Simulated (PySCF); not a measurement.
Compound: C₂HF₂O (charge +1).
Numbering: `[O+:1]#[C:2][CH:3]([F:4])[F:5]` (hydrogens: H6 on C3)

The closed-shell ground state was solved at several levels (PySCF, density fitting, gas phase, non-relativistic). Geometry: PBE0-D3(BJ)/def2-SVP; no solvent, vibrations or thermal averaging.

```csv
level,basis functions,total energy (Eh),HOMO (eV),LUMO (eV),gap (eV)
PBE0/pcSseg-1,90,-350.9501,-18.03,-9.43,8.60
B97-2/pcSseg-2,194,-351.3750,-17.69,-9.45,8.24
B3LYP/pcJ-1,145,-351.3371,-17.76,-9.75,8.01
```

Task: Estimate the row for PBE0/def2-SVPD, a basis of 117 functions; the other rows only guide the guess.

Result: Total energy -350.7329 Eh, HOMO -18.03 eV, LUMO -9.49 eV, gap 8.54 eV.

Task: Over all these levels, which gives the widest orbital gap and which the narrowest?

Result: PBE0/pcSseg-1 (global hybrid, 25 % exact exchange) has the widest, 8.60 eV, and B3LYP/pcJ-1 (global hybrid, 20 % exact exchange) the narrowest, 8.01 eV. Functional and basis both differ between the two, so the spread mixes both effects.
